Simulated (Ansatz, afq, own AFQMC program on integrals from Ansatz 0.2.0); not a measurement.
AFQMC on a folder of integrals that Ansatz 0.2.0 wrote.

```yaml
crystal:
  periodic: [false, false, false]
  atoms:
    - {symbol: N, position_ang: [0.000000, 0.000000, 0.000000]}
    - {symbol: H, position_ang: [0.000000, 0.000000, 1.399000]}
basis:
  gaussian: {orbitals: "6-31++G**"}
total_charge: -1
magnetization: {spin_polarized: false, initial_magnetization: 1}
correlation: {method: ccsd_t, electrons: outside_noble_gas, hamiltonian_folder: ham}
```

```sh
$ ansatz run in.yaml --threads 1 --pin off --events-out ev --progress --plain --max-ram 16896MiB --backend cuda --devices 0, --max-vram 18GiB
```

Options of the walk:

```
--method free --trial cisd --walkers 50 --time-step 0.01 --max-blocks 60 --target-error 0.00128 --factor-cut 0.03 --seed 1967 --times 0.0,0.4,0.8,1.6,2.4 --taylor-order 6
```

Times are imaginary, in 1/Eh. The walk had a cap of 60 s.

```
orbitals 24  electrons 4 3  factors 58 of 233
reference energy -54.85885136 Eh
CCSD correlation -0.18312045 Eh in 15 cycles, weight of the determinant in the CISD state 0.8942
repeat  energy at the last time / Eh  error
    10  -55.048979  0.001259
    20  -55.049055  0.000672
    30  -55.048999  0.000494
time / (1/Eh)  energy / Eh  error  mean overlap
  0.00  -55.041925  0.000299  1.1185
  0.40  -55.047161  0.000485  1.1127
  0.80  -55.048188  0.000443  1.1170
  1.60  -55.049944  0.000529  1.1168
  2.40  -55.048829  0.000501  1.1224
energy -55.048829 +/- 0.000501 Eh
```

The run passed its tests (error under three times the target), which doesn't prove that it has relaxed.

Against this walk (error 13.6 meV) on the same determinant: CCSD(T) 13.0 meV higher (within the noise), CCSDT(Q) 25.9 meV lower (within the noise), CCSDTQ 25.5 meV lower (within the noise), full CI 26.7 meV lower (within the noise). The error is statistical, and a free projection of finite length keeps a remainder of its start.

A setting was made bad on purpose (factor cut too coarse), so the walk's energy isn't to be trusted. Here it did no visible harm: the energy meets the surest value within the noise.

Cautions: remainder of the start not in the error; a spin-contaminated unrestricted determinant lies lower (UHF 237 meV lower, ⟨S²⟩ 1.81); the coarse factor cut changes the integrals a little.

CCSDT and higher add their correlation energy to the determinant of the CCSD(T) run, since their own runs factorise the integrals more tightly (a shift of under 2 meV). A walk keeps the symmetry of its determinant, which the program's search chose and which needn't be the lowest solution, so a lower state of the same spin and another symmetry isn't excluded.
